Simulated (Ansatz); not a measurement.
A nudged elastic band was laid between two geometries of CH₄SSi (7 atoms, charge 0, multiplicity 1).

Computed with Ansatz 0.2.0, RKS LDA/def2-TZVP.

```json
{
  "movable images": "5",
  "climbing image": "yes",
  "spring": "5.0 eV/Å²",
  "optimiser": "quadratic models (default)",
  "start path": "IDPP",
  "force threshold": "0.03 eV/Å",
  "iteration limit": "60",
  "end points": "relaxed"
}
```

Initial state:

```xyz
7
Properties=species:S:1:pos:R:3
C -0.807 0.621 -0.270
Si 0.604 0.306 0.946
S 1.246 -1.490 0.010
H -1.103 -0.220 -0.917
H -0.486 1.459 -0.919
H -1.693 0.993 0.275
H 2.300 -1.738 0.829
```

Final state:

```xyz
7
Properties=species:S:1:pos:R:3
C -0.983 0.128 -0.366
Si 0.137 -0.803 0.835
S 1.926 0.128 0.174
H -1.717 -0.572 -0.802
H -0.491 0.690 -1.176
H -1.579 0.840 0.238
H 2.768 -0.479 1.051
```

**Question.** Which bonds break or form, and what moves?

**Answer.** No bond is made or broken. The dihedral H4–C1–Si2–S3 goes from 15 to 137°. The two ends are copies of one structure, up to a mirror image or an exchange of like atoms.

**Question.** Give the energies along the band, and the barrier.

**Answer.** The run converged. The highest image is number 2 of 0 to 6, 0.008 eV above the ends, which have the same energy within 2 meV. A vibrational analysis at the climbing image gives one clearly imaginary mode, 87i cm⁻¹: a first-order saddle point.

```
image  path coordinate (Å)  energy (eV)  dihedral H4–C1–Si2–S3 (°)
    0                 0.00        0.000                         15
    1                 0.40        0.003                         33
    2                 0.81        0.008                         55
    3                 1.21        0.005                         77
    4                 1.61        0.000                         98
    5                 2.01        0.000                        118
    6                 2.42        0.000                        137
```

**Question.** What is the geometry of the highest image?

**Answer.** 
```xyz
7
Properties=species:S:1:pos:R:3:forces:R:3
C -0.920 0.487 -0.217 0.00 0.00 0.00
Si 0.315 0.014 1.133 0.00 0.00 0.00
S 1.633 -0.998 -0.192 0.00 0.00 0.00
H -1.274 -0.394 -0.781 0.00 0.00 0.00
H -0.448 1.169 -0.947 0.00 0.00 0.00
H -1.794 1.001 0.213 0.00 0.00 0.00
H 2.549 -1.346 0.747 0.00 0.00 0.00
```

Run time: 64 s on 2 threads of Arm Neoverse N1, on a shared host, peak memory 0.2 GiB.
